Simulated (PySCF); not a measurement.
## Variants of one PySCF input: NaO

Base input, run as `OMP_NUM_THREADS=1 python input.py` with PySCF 2.14:

```python
from pyscf import gto, scf, mp

mol = gto.M(
    atom='Na 0 0 0; O 0 0 1.821',
    basis='6-31+g*',
    charge=0,
    spin=1,
    verbose=4,
)
mf = scf.UHF(mol)
mf = mf.density_fit(auxbasis='def2-universal-jkfit')
mf.kernel()
mp.MP2(mf, frozen=2).kernel()
mf.dip_moment()
print('orbital energies (hartree):', [e[max(0, n-3):n+3].round(4) for e, n in zip(mf.mo_energy, mol.nelec)])
```

Base result: E(SCF) = -236.647029 Eh, 10 cycles, E(MP2) − E(SCF) = -0.15757 Eh, ⟨S²⟩ = 0.761, μz(SCF) = -7.79 D. The bond length is a typed value, not an optimised one. No search for the lowest solution was made.

Hardware: Arm Neoverse V2, 1 thread, shared host. Wall time 0.64 s, peak memory 0.11 GiB.

Each row names what differs from the base; energies in brackets are changes from the base.

| change | result | wall time (s) |
| --- | --- | --- |
| Cartesian functions: off → on | E(SCF) = -236.647376 Eh (-0.0094 eV), 10 cycles, E(MP2) − E(SCF) = -0.15962 Eh, ⟨S²⟩ = 0.761, μz(SCF) = -7.79 D | 0.63 |
| spin-free X2C: off → on [basis contracted without relativity] | E(SCF) = -236.888562 Eh, 10 cycles, E(MP2) − E(SCF) = -0.15753 Eh, ⟨S²⟩ = 0.761, μz(SCF) = -7.79 D | 0.64 |
| basis set: 6-31+g* → ano-rcc-vdzp; spin-free X2C: off → on | E(SCF) = -236.947209 Eh, 11 cycles, E(MP2) − E(SCF) = -0.27919 Eh, ⟨S²⟩ = 0.760, μz(SCF) = -8.17 D | 0.77 |
| density fitting: def2-universal-jkfit → weigend [this fitting set is unfit for the basis or for exact exchange; a fit set errs by some meV] | E(SCF) = -236.417056 Eh (+6.2579 eV), 10 cycles, E(MP2) − E(SCF) = -0.15795 Eh, ⟨S²⟩ = 0.761, μz(SCF) = -7.79 D | 0.56 |
| PCM solvent, dielectric constant: none → 32.6; step after the SCF: mp2 → analyze | E(SCF) = -236.679210 Eh (-0.8757 eV), 9 cycles, ⟨S²⟩ = 0.760, μz(SCF) = -8.23 D | 1.7 |
| spin (2S): 1 → 21 [unsound on purpose] | stops with AssertionError | 0.46 |
| density fitting: def2-universal-jkfit → none | E(SCF) = -236.647091 Eh (-0.0017 eV), 10 cycles, E(MP2) − E(SCF) = -0.15753 Eh, ⟨S²⟩ = 0.761, μz(SCF) = -7.79 D | 0.75 |
| initial guess: minao → sap | E(SCF) = -236.646828 Eh (+0.0055 eV), 11 cycles, E(MP2) − E(SCF) = -0.15677 Eh, ⟨S²⟩ = 0.759, μz(SCF) = -7.98 D | 0.6 |
| geometry: bond 1.821 → bond 2.732 | E(SCF) = -236.629179 Eh (+0.4857 eV), 13 cycles, E(MP2) − E(SCF) = -0.16110 Eh, ⟨S²⟩ = 0.804, μz(SCF) = -11.39 D | 0.61 |
| geometry: bond 1.821 → bond 25 [unsound on purpose] [spin-contaminated] | E(SCF) = -236.627656 Eh (+0.5272 eV), E(MP2) − E(SCF) = -0.09928 Eh, ⟨S²⟩ = 1.758, μz(SCF) = 0.00 D | 0.64 |
| basis set: 6-31+g* → 6-31g(3d) | E(SCF) = -236.645836 Eh (+0.0325 eV), 10 cycles, E(MP2) − E(SCF) = -0.19819 Eh, ⟨S²⟩ = 0.761, μz(SCF) = -7.38 D | 0.66 |
| frozen orbitals: 2 → 0 | E(SCF) = -236.647029 Eh (+0.0000 eV), 10 cycles, E(MP2) − E(SCF) = -0.15922 Eh, ⟨S²⟩ = 0.761, μz(SCF) = -7.79 D | 0.6 |
| PCM solvent, dielectric constant: none → 78.36; step after the SCF: mp2 → analyze | E(SCF) = -236.679838 Eh (-0.8928 eV), 9 cycles, ⟨S²⟩ = 0.760, μz(SCF) = -8.24 D | 1.7 |
| step after the SCF: mp2 → ccsd(t) | E(SCF) = -236.647029 Eh (+0.0000 eV), 10 cycles, E(CCSD) − E(SCF) = -0.16894 Eh, (T) = -0.00311 Eh, ⟨S²⟩ = 0.761, μz(SCF) = -7.79 D | 6.7 |
| electric field along z (a.u.): none → 0.05 [may be another electronic state] [spin-contaminated] | E(SCF) = -236.864397 Eh (-5.9149 eV), 12 cycles, E(MP2) − E(SCF) = -0.10116 Eh, ⟨S²⟩ = 1.758, μz(SCF) = 20.55 D | 0.62 |
| basis set: 6-31+g* → lanl2dz; core potential: off → on; frozen orbitals: 2 → 1 | E(SCF) = -74.985405 Eh, 10 cycles, E(MP2) − E(SCF) = -0.09100 Eh, ⟨S²⟩ = 0.757, μz(SCF) = -8.03 D | 0.54 |
| step after the SCF: mp2 → eomee; number of roots: default → 6 | E(SCF) = -236.647029 Eh (+0.0000 eV), 10 cycles, E(CCSD) − E(SCF) = -0.16894 Eh, ⟨S²⟩ = 0.761, μz(SCF) = -7.79 D, excitation roots 0.055, 0.055, 3.287, 3.287, 3.431, 3.431 eV | 35 |
| damping: none → 0.5 | E(SCF) = -236.647029 Eh (+0.0000 eV), 14 cycles, E(MP2) − E(SCF) = -0.15757 Eh, ⟨S²⟩ = 0.761, μz(SCF) = -7.79 D | 0.63 |
| PCM solvent, dielectric constant: none → 20.5; step after the SCF: mp2 → analyze | E(SCF) = -236.678577 Eh (-0.8585 eV), 9 cycles, ⟨S²⟩ = 0.760, μz(SCF) = -8.22 D | 1.7 |
| step after the SCF: mp2 → eomea; number of roots: default → 6 [positive roots are unbound] | E(SCF) = -236.647029 Eh (+0.0000 eV), 10 cycles, E(CCSD) − E(SCF) = -0.16894 Eh, ⟨S²⟩ = 0.761, μz(SCF) = -7.79 D, attachment roots -0.487, -0.422, 0.426, 0.426, 0.430, 0.430 eV | 20 |
| geometry: bond 1.821 → bond 1.876 | E(SCF) = -236.652939 Eh (-0.1608 eV), 10 cycles, E(MP2) − E(SCF) = -0.15667 Eh, ⟨S²⟩ = 0.759, μz(SCF) = -8.19 D | 0.61 |

**Question.** Order these changes by how far they move the SCF energy from the base, largest first: (1) PCM solvent, dielectric constant: none → 20.5; step after the SCF: mp2 → analyze; (2) PCM solvent, dielectric constant: none → 32.6; step after the SCF: mp2 → analyze; (3) PCM solvent, dielectric constant: none → 78.36; step after the SCF: mp2 → analyze; (4) electric field along z (a.u.): none → 0.05.

**Answer.** (4) -5.9149 eV, (3) -0.8928 eV, (2) -0.8757 eV, (1) -0.8585 eV.
